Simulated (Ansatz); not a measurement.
Pt (fcc, Cu type): values from a third-order Birch-Murnaghan fit to a volume scan beside measured ones. Computed values: PBE (plane waves to 420 eV, PAW, scalar-relativistic; Ansatz, a quantum-chemistry and plane-wave program). Pt is run without spin polarisation. Pt was relaxed with its symmetry unable to fall. Spin-orbit coupling is left out, though Pt is heavy. The PAW data are Ansatz's earlier set.

```csv
quantity,reference,kind,PBE,difference
Lattice constant a (Å),3.913,"measured, corrected to the static lattice",3.970,+1.5 %
Bulk modulus B₀ (GPa),289,"measured, corrected to the static lattice",248,-14.2 %
```

PBE overestimates the lattice constant a by 1.5 %. PBE underestimates the bulk modulus B₀ by 14.2 %.

References as given in: Daniel Mejia-Rodriguez, S. B. Trickey, Physical Review B (2018), arXiv:1807.09216; H. Levämäki, M. P. J. Punkkinen, K. Kokko et al., Physical Review B (2014), arXiv:1402.3671.

(A scan under strain: stresses follow from slopes of the energy per volume, elastic moduli from its curvatures.)
